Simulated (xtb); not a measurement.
xtb input:

```bash
xtb mol.xyz --gfnff --opt tight --chrg 0 --uhf 0
```
mol.xyz:
```
6

C      0.00476229     0.43392420    -0.00203639
C      1.18383408    -0.15360148     0.00493325
F     -1.14596015    -0.26718838    -0.00280751
H     -0.17580160     1.50100015    -0.00772733
H      1.28003303    -1.23028006     0.01036986
H      2.07783169     0.45203897     0.00524394
```

Q: Predict the final energy.

A: -0.92968 Eh (GFN-FF).
